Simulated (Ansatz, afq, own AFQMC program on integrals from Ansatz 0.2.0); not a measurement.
## Where AFQMC and coupled cluster stand for AlGaHF, singlet

```yaml
atoms:
  - { symbol: F, position_ang: [0.0000, 0.2780, 2.8734] }
  - { symbol: Al, position_ang: [0.0000, -0.3368, 1.3309] }
  - { symbol: Ga, position_ang: [0.0000, 0.0372, -1.2999] }
  - { symbol: H, position_ang: [0.0000, 1.2041, 0.1341] }
```

Connectivity, by distances: F–Al–Ga, 1 bridging H.

Basis cc-pVDZ. Only valence electrons are correlated. AFQMC by an in-house program on the Cholesky factors that Ansatz 0.2.0 writes for its CCSD(T) run. The CISD trial takes its coefficients from CCSD amplitudes. Released means that phaseless walkers are propagated on without the constraint, phases kept. Free AFQMC starts from the CCSD state and is never constrained. Its projection time is finite, and what remains of the start isn't in its error. Error bars are statistical, one sigma. No spin–orbit coupling.

Determinant: UHF, the one that the program's search chose, which needn't be the lowest solution. The geometry is a PBE0/def2-TZVP stationary point of this or a neighbouring charge and spin state.

No full CI on the walks' own integrals is used here; CCSDT(Q) serves as the reference and is uncertain by about the last step of the cluster series.

Cautions: no relativity below Rb; no spin-orbit coupling; inner d shell frozen; the determinant is a saddle point among determinants of its kind.

* T1 diagnostic: 0.0174
* weight of the determinant in the CISD state: 0.842
* ⟨S²⟩ of the determinant: 0.000
* size of the correlated space: 14 electrons in 44 orbitals

Reference: CCSDT(Q), correlation energy -9.150 eV. The released energy is read at 2.40 1/Eh (meV from the phaseless value at times in 1/Eh: -13 ± 20 at 0.24, -59 ± 25 at 0.51, -93 ± 25 at 0.99, -51 ± 28 at 1.62, 27 ± 35 at 2.40).

```csv
level,E − E(reference) (kJ/mol),share of correlation (%)
HF,882.9,0.00
MP2,100.2,88.65
CCSD,25.0,97.17
CCSD(T),5.1,99.43
CCSDT,2.1,99.76
ph-AFQMC/HF,-12.1 ± 7.4,101.37
ph-AFQMC/CISD,3.1 ± 1.9,99.65
released AFQMC,5.8 ± 3.4,99.35
free AFQMC,1.6 ± 3.1,99.82
```

Free projections are given only where their last times agree within the noise and don't stop above the reference; a slow remainder of the start can still hide under it. A walk keeps the symmetry of its determinant, which the program's search chose and which needn't be the lowest solution, so a lower state of the same spin and another symmetry isn't excluded. Released energies are given only where the last usable release times agree within the noise; a slower fall can still hide under it.
